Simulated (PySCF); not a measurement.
**How far each method lies from RCCSDT for GeCl⁺, triplet**

Geometry: a PBE0/def2-TZVP stationary point for this spin. The singlet lies 3.9 eV lower here.

```xyz
2

Ge    0.0000    0.0000    0.0000
Cl    0.0000    0.0000    2.1206
```

Basis cc-pVDZ; PySCF 2.14.0. Only valence electrons are correlated (noble-gas cores and the filled d shells of p-block atoms frozen), which leaves 10 electrons in 26 orbitals. Prefix R: restricted or restricted open-shell reference; prefix U: unrestricted. No spin–orbit coupling is included, and no scalar relativity.

Full CI isn't at hand for all of this; RCCSDT serves as the reference. It lacks quadruple excitations, which often exceed the step from CCSD(T) to CCSDT. The frozen core follows each run's orbitals, which can shift R against U totals by a few meV for light atoms and by up to 0.1 eV past Ca.

The UHF ⟨S²⟩ is 2.026 and the T1 diagnostic (ROHF- or RHF-based CCSD) is 0.0341. The largest doubles amplitude (ROHF- or RHF-based CCSD) is 0.076.

```json
{"level": "RHF", "E − E(RCCSDT) (mEh)": "201.70", "share of correlation (%)": "0.00", "wall time": "–"}
{"level": "RMP2", "E − E(RCCSDT) (mEh)": "28.88", "share of correlation (%)": "85.68", "wall time": "–"}
{"level": "RCCSD", "E − E(RCCSDT) (mEh)": "7.04", "share of correlation (%)": "96.51", "wall time": "–"}
{"level": "RCCSD(T)", "E − E(RCCSDT) (mEh)": "0.85", "share of correlation (%)": "99.58", "wall time": "0.8 s"}
```

The correlation energy at RCCSDT, counted from RHF, is -5.489 eV. That run took 40 s on 1 thread of INTEL XEON PLATINUM 8581C, shared host.

Run but not shown, since their state, orbitals or frozen core can't be matched to the reference's or they repeat it: UHF, UMP2, UCCSD, UCCSD(T).

Times are those of the correlated step on a shared host, with one SCF added for the restricted CCSD run; they ran on 1 thread of INTEL XEON PLATINUM 8581C.
